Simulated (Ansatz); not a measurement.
Wavefunction ladder for CH5NS2 (`NCSS`)

Cartesian coordinates in Å:
```
N -0.920 0.508 -0.968
C 0.287 0.773 -0.265
S 1.391 -0.663 0.107
S 0.143 -1.879 1.165
H -0.742 0.055 -1.855
H -1.525 -0.095 -0.424
H 0.066 1.263 0.684
H 0.937 1.432 -0.848
H 0.362 -1.393 2.404
```

Charge 0, multiplicity 1. All single points use the PBE0-D4/def2-TZVP geometry. It is one conformer, not always the lowest. Frozen core, restricted reference, Ansatz. CBS rows extrapolate triple and quadruple zeta; past MP2 they add the triple-zeta difference.

| basis | HF (Eh) | MP2 corr. | CCSD corr. | (T) | CCSD(T) total |
| --- | --- | --- | --- | --- | --- |
| def2-SVP | -889.95499 | ? | -0.62693 | ? | ? |
| def2-TZVPP | ? | -0.74410 | -0.79114 | ? | ? |
| def2-QZVPP | -890.37658 | -0.80339 | – | – | – |
| CBS(def2) | -890.38037 | -0.84731 | -0.89435 | as TZ | -891.31047 |

(1) Fill in the withheld values. (An estimate is asked.)

Results:

(1) Ansatz gave: def2-SVP MP2 corr.: -0.57560; def2-SVP (T): -0.01876; def2-SVP CCSD(T) total: -890.60068; def2-TZVPP HF (Eh): -890.34913; def2-TZVPP (T): -0.03575; def2-TZVPP CCSD(T) total: -891.17602.
